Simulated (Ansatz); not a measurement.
The input, for Ansatz 0.2.0:

```yaml
crystal:
  periodic: [false, false, false]
  atoms:
    - {symbol: Si, position_ang: [0.000000, 0.000000, 0.000000]}
    - {symbol: As, position_ang: [0.000000, 0.000000, 3.763000]}
basis:
  gaussian: {orbitals: pcseg-2}
total_charge: 1
magnetization: {spin_polarized: false}
correlation: {method: ccsd_t, electrons: outside_noble_gas}
```

```sh
$ ansatz run in.yaml --threads 1 --pin off --events-out ev --progress --plain --max-ram 2393MiB
```

The program prints:

```
512 factors; integrals over basis functions are off by at most 6.7e-4 eV
mean field evaluation 1: about -68639.6740 eV, gradient 2.3e1 eV
mean field evaluation 2: about -68639.6836 eV, gradient 2.3e1 eV
mean field evaluation 4: about -68643.9254 eV, gradient 7.2e0 eV
mean field evaluation 8: about -68645.0584 eV, gradient 1.0e0 eV
mean field evaluation 16: about -68645.0636 eV, gradient 4.2e-5 eV
mean field evaluation 32: about -68636.6312 eV, gradient 2.2e1 eV
mean field evaluation 64: about -68642.9265 eV, gradient 3.6e-1 eV
mean field evaluation 96: about -68645.0482 eV, gradient 8.3e-1 eV
mean field evaluation 128: about -68642.9344 eV, gradient 2.5e-6 eV
mean field evaluation 160: about -68643.0221 eV, gradient 1.4e0 eV
...
cycle  15  -6.96073213 eV  change    8.1e-4 eV  update   3.7e-4
cycle  16  -6.96033262 eV  change    4.0e-4 eV  update   1.8e-4
cycle  17  -6.96036799 eV  change   -3.5e-5 eV  update   9.7e-5
cycle  18  -6.96037608 eV  change   -8.1e-6 eV  update   6.4e-5
cycle  19  -6.96029189 eV  change    8.4e-5 eV  update   4.1e-5
cycle  20  -6.96025626 eV  change    3.6e-5 eV  update   2.1e-5
cycle  21  -6.96026363 eV  change   -7.4e-6 eV  update   1.5e-5
cycle  22  -6.96027731 eV  change   -1.4e-5 eV  update   7.6e-6
cycle  23  -6.96027930 eV  change   -2.0e-6 eV  update   3.3e-6
cycle  24  -6.96027721 eV  change    2.1e-6 eV  update   2.4e-6
perturbative correction -1.08260304 eV, -0.0397849280 hartree
WARN: the results are in doubt because among natural orbitals full CI differs from the method by +0.274 eV
Total energy: -68651.94756815 eV, -2522.9125391681 hartree
In doubt: among natural orbitals full CI differs from the method by +0.274 eV
```

Ran on 1 thread of Arm Neoverse V2, shared host: 26 s wall, 0.23 GiB peak host memory.
